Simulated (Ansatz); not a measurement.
A calculation with Ansatz (development build ahead of 0.2.0).

```yaml
crystal:
  periodic: [false, false, false]
  atoms:
    - { symbol: "N", position_ang: [-0.76912, 0.00413, 0.04592] }
    - { symbol: Cl, position_ang: [-0.04175, -1.88571, 0.1886] }
basis:
  gaussian: { orbitals: STO-3G }
total_charge: 2
hamiltonian:
  xc: hf
correlation:
  method: fci
  frozen_orbitals: { Cl: 5, "N": 1 }
```

The input is written out in the form of the current development build from the run's settings.

Results

- Converged: yes
- Reference energy: -506.94469 hartree
- Correlation energy: -0.27296 hartree
- Total energy: -507.21765 hartree
- State: lowest singlet root, of any spatial symmetry

Caution: other spin multiplicities were not run.
